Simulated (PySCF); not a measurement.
## SiH4⁺, doublet in 6-31G: errors against full CI

All five atoms lie in one plane.

Geometry: a point of a breathe scan, not a stationary point.

```csv
atom,x (Å),y (Å),z (Å)
Si,0.0000,0.0000,0.0000
H,-0.0098,0.9556,0.9494
H,-0.0148,-0.9494,0.9555
H,0.0148,0.9494,-0.9555
H,0.0098,-0.9556,-0.9494
```

Basis 6-31G; PySCF 2.14.0. Only valence electrons are correlated (noble-gas cores frozen), which leaves 7 electrons in 16 orbitals. R marks a restricted (for open shells ROHF) determinant, U an unrestricted one.

Full CI is exact within this basis and frozen core; it isn't the basis-set limit. The frozen core follows each run's orbitals, which can shift R against U totals by a few meV.

```
UHF ⟨S²⟩                          : 0.784
T1 diagnostic (ROHF- or RHF-based CCSD)             : 0.0241
largest doubles amplitude (ROHF- or RHF-based CCSD) : 0.055
T1 diagnostic (UCCSD)             : 0.0109
```

```tsv
level	E − E(RHF) (eV)
UHF	-0.3053
RMP2	-1.5604
UMP2	-1.5844
RCCSD	-2.1444
UCCSD	-2.1431
RCCSD(T)	-2.1648
UCCSD(T)	-2.1632
```

Q: Estimate how far full CI in 6-31G lies from RCCSD(T). The table doesn't fix it; the size of (T) and the diagnostics are the guide.

A: Full CI in 6-31G lies 0.28 mEh below RCCSD(T), which is 38 % of the (T) step (-0.75 mEh). The diagnostics give no warning, yet the rest is a sizeable part of (T).

The other levels:

| level | E − E(full CI) (mEh) | share of correlation (%) | wall time |
| --- | --- | --- | --- |
| RCCSDT | 0.00 | 100.00 | 1.3 s |
| UCCSDT | 0.00 | 100.00 | 1.2 s |

The correlation energy at full CI, counted from RHF, is -2.173 eV. The search over symmetries took 2.5 s on 1 thread of Intel Xeon, shared host; the state has 136,152 determinants.

Times are those of the correlated step on a shared host, with one SCF added for the restricted CCSD run; they ran on 1 thread of Intel Xeon.

The full-CI state has the irrep Ag of D2h, in the program's axes (one component, if the state is degenerate).

Natural occupations of full CI about the gap: 1.977 1.970 1.970 1.003 0.025 0.018 0.018 0.006 0.004 0.003; effectively unpaired electrons, Σ n²(2−n)², 1.01.
